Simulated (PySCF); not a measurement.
## MgP⁻ at ωB97X

Level: ωB97X. basis Mg aug-pcseg-1, P aug-pcseg-1; no relativity; PySCF 2.14.

```json
{
  "state": "³Π (triplet), unpaired electrons σ ↑, π ↑",
  "bond length": "2.447 Å",
  "harmonic wavenumber": "322 cm⁻¹",
  "force constant": "0.823 mdyn/Å",
  "rotational constant Be": "0.2082 cm⁻¹",
  "anharmonicity ωexe": "4.08 cm⁻¹",
  "vibration–rotation constant αe": "0.00255 cm⁻¹",
  "well depth De to Mg + P⁻": "27.7 kcal/mol",
  "dissociation energy D0": "27.3 kcal/mol",
  "bond order (Mayer)": "1.11",
  "dipole moment (positive dipole points towards P; it is taken about the centre of mass and depends on that origin)": "-0.93 D"
}
```

For an ion De counts to the pair picked by the measured ionisation energies or electron affinities, which need not be the lowest pair at this level. The state was picked by a PBE0 search and need not be the measured ground state.
